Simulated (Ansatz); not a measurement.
**C2H4O2S: basis-set convergence**

Aim: see how fast density functionals converge with the basis set for C2H4O2S.

Computed with Ansatz 0.2.0, Gaussian basis. Level: one geometry, several basis sets.

The runs, in order: PBE0-D4/def2-SVP; ωB97M-V/def2-SVP; PBE0-D4/def2-QZVPP; ωB97M-V/def2-QZVPP; the functionals' def2-TZVPP values are taken from earlier runs.

## 1. Structure used throughout

The geometry comes from an earlier relaxation with PBE0-D4 in a triple-zeta def2 set; it is a stationary point, not always the lowest conformer.

SMILES `O=C(O)CS`, 9 atoms, charge 0, spin multiplicity 1.

Atoms are counted from 1 here; the program's logs count them from 0.

Bond lengths: O1–C2 1.199 Å, C2–O3 1.344 Å, C2–C4 1.502 Å, O3–H6 0.967 Å, C4–S5 1.812 Å, C4–H7 1.088 Å, C4–H8 1.090 Å, S5–H9 1.342 Å. Angles: O1–C2–O3 123.1°, O1–C2–C4 125.4°, O3–C2–C4 111.5°, C2–O3–H6 106.8°, C2–C4–S5 111.7°, C2–C4–H7 108.3°, C2–C4–H8 110.8°, S5–C4–H7 106.1°, S5–C4–H8 110.2°, H7–C4–H8 109.6°, C4–S5–H9 96.2°.

Coordinates:

```csv
atom,x (Å),y (Å),z (Å)
O1,1.11623,-1.34563,0.92337
C2,0.69063,-0.42567,0.28381
O3,1.30776,0.76630,0.21085
C4,-0.57498,-0.44021,-0.52416
S5,-1.89509,0.50367,0.28298
H6,2.09179,0.70979,0.77463
H7,-0.93034,-1.46688,-0.58407
H8,-0.39808,-0.05556,-1.52879
H9,-1.31932,1.70800,0.14427
```

## 2. PBE0-D4 in def2-SVP

in.yaml reads:

```yaml
crystal:
  periodic: [false, false, false]
  atoms:
    - {symbol: O, position_ang: [1.116233, -1.345635, 0.923374]}
    - {symbol: C, position_ang: [0.690626, -0.425668, 0.283806]}
    - {symbol: O, position_ang: [1.307764, 0.766299, 0.210848]}
    - {symbol: C, position_ang: [-0.574977, -0.440212, -0.524157]}
    - {symbol: S, position_ang: [-1.895095, 0.503669, 0.282984]}
    - {symbol: H, position_ang: [2.091788, 0.709789, 0.774633]}
    - {symbol: H, position_ang: [-0.930337, -1.466880, -0.584069]}
    - {symbol: H, position_ang: [-0.398081, -0.055564, -1.528788]}
    - {symbol: H, position_ang: [-1.319323, 1.708001, 0.144269]}
basis:
  gaussian: {orbitals: def2-SVP}
hamiltonian: {xc: pbe0, dispersion: d4}
output: {orbitals: {seedname: orbitals}}
```

Launch:

```console
> ansatz run in.yaml --threads 2 --pin off --events-out ev --progress --plain --max-ram 4352MiB
```

The runs that follow: ωB97M-V in def2-SVP; PBE0-D4 in def2-QZVPP; ωB97M-V in def2-QZVPP.

**Question.** What will the summary of the whole plan be? Wanted: PBE0-D4: double and triple zeta above quadruple; ωB97M-V: double and triple zeta above quadruple.

**Answer**, as computed:

| quantity | value |
| --- | --- |
| PBE0-D4: double and triple zeta above quadruple | 11.72, 0.67 eV |
| ωB97M-V: double and triple zeta above quadruple | 11.89, 0.64 eV |

**Reading.** PBE0-D4 gains 11.05 eV from double to triple zeta, then 0.67 eV more. Total energies overstate the basis error of differences, where much of it tends to cancel. The LUMO of ωB97M-V is positive and keeps falling with the basis (2.20 to 1.43 eV): an unbound level that the basis holds in place.
